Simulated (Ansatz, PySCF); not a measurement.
This PySCF input computes a CCSD(T)/cc-pVDZ energy:

```python
from pyscf import gto, scf, mp, cc as ccmod

mol = gto.M(
    atom='''
    C     0.00000000   -0.00000000    0.00000000
    H    -0.00996657    1.09156801   -0.02069198
    H     0.95018374   -0.53760457   -0.01343118
    H    -0.94021717   -0.55396344    0.03412316
    ''',
    basis='cc-pvdz',
    charge=1,
    spin=0,
    verbose=4,
)

mf = scf.RHF(mol)
mf.conv_tol = 1e-10
mf.max_cycle = 100
mf.kernel()
mp2 = mp.MP2(mf, frozen=1).run()
cc = ccmod.CCSD(mf, frozen=1)
cc.max_cycle = 100
cc.kernel()
et = cc.ccsd_t()
print(f'E(CCSD(T)) = {cc.e_tot + et:.9f}')
```

Problem. Write an input for the same energy in Ansatz (an electronic-structure program) and say what it gives.

Solution. 
Ansatz 0.2 input:
```yaml
crystal:
  periodic: [false, false, false]
  atoms:
    - {symbol: C, position_ang: [0.00000000, -0.00000000, 0.00000000]}
    - {symbol: H, position_ang: [-0.00996657, 1.09156801, -0.02069198]}
    - {symbol: H, position_ang: [0.95018374, -0.53760457, -0.01343118]}
    - {symbol: H, position_ang: [-0.94021717, -0.55396344, 0.03412316]}
basis:
  gaussian:
    orbitals: cc-pVDZ
total_charge: 1
magnetization: {spin_polarized: false}
correlation: {method: ccsd_t, electrons: outside_noble_gas}
```
It gives -39.36719 Eh, and PySCF -39.36719 Eh, a difference of 0.00 mEh.
